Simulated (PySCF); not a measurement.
Species: acetyl chloride, C2H3ClO.
InChI=1S/C2H3ClO/c1-2(3)4/h1H3

Linear response at PBE0/aug-cc-pVTZ (PySCF, frozen core in the response, non-relativistic). Isolated species at its PBE0-D3(BJ)/def2-TZVP geometry, gas phase.

Static isotropic polarisability: 43.81 au (6.49 Å³), principal values 33.0, 44.1, 54.3 au.

**Question.** What is the polarisability at 1064 nm and at the sodium D line?

**Answer.** 44.15 au at 1064 nm (+0.8 %), 44.96 au at 589.3 nm (+2.6 %). The rise at 589.3 nm is 3.36 times that at 1064 nm; a pure ω² law gives 3.26. The lowest singlet lies at 237 nm, shorter than both wavelengths.

**Question.** What is the isotropic C6 coefficient between two such molecules, C6 = (3/π)∫α(iω)² dω?

**Answer.** 820.3 au (Eh·bohr⁶) by a ten-point quadrature over imaginary frequencies, which is 490 eV·Å⁶ or 47.3 J·nm⁶/mol.

**Question.** Which effective excitation energy ω̄ makes London's formula C6 = (3/4)α²ω̄ exact here?

**Answer.** ω̄ = 4·C6/(3α²) = 0.570 Eh = 15.5 eV. A one-pole form α(ω) = α/(1 − ω²/ω̄²) fitted to the 1064 nm value gives 13.2 eV.

**Question.** How anisotropic is the static polarisability, by Δα² = ½[(α1 − α2)² + (α2 − α3)² + (α3 − α1)²]?

**Answer.** Δα = 18.5 au, or 0.42 of the isotropic value.

**Question.** The lowest 10 singlets have (eV, f): 5.24, 0.000; 6.48, 0.000; 6.88, 0.007; 7.40, 0.050; 7.84, 0.016; 7.97, 0.005; 8.10, 0.102; 8.32, 0.016; 8.32, 0.126; 8.44, 0.001. What share of the static polarisability do they carry in the sum over states α = Σ f/ω²?

**Answer.** 3.72 au, 8.5 % of α; the largest term, 1.34 au, is that of the state at 8.32 eV. Their oscillator strengths add up to 0.32. Higher states carry the rest.

**Question.** How many electrons N does the Slater–Kirkwood formula C6 = (3/4)·√N·α^(3/2) need to give this C6?

**Answer.** N = (4·C6/3)²/α³ = 14.2; the species has 40 electrons in all.

**Question.** What n − 1 at the D line would an ideal gas of it have at 273.15 K and 1 atm (2.6868 × 10¹⁹ cm⁻³), by n − 1 = 2π·N·α′?

**Answer.** 11.25 × 10⁻⁴, a formal value whether or not that pressure can be reached.

**Question.** What three-body coefficient follows from the one-pole estimate C9 = (3/4)·α·C6?

**Answer.** 27000 au. This is an estimate from the two numbers above, not a computed integral.

Hardware: an AMD EPYC 9R45 with one thread, on a shared host. Cost: 13 s of wall time (grids of density and orbitals included), 0.85 GiB resident at most. This is the whole response run at PBE0/aug-cc-pVTZ, SCF included.
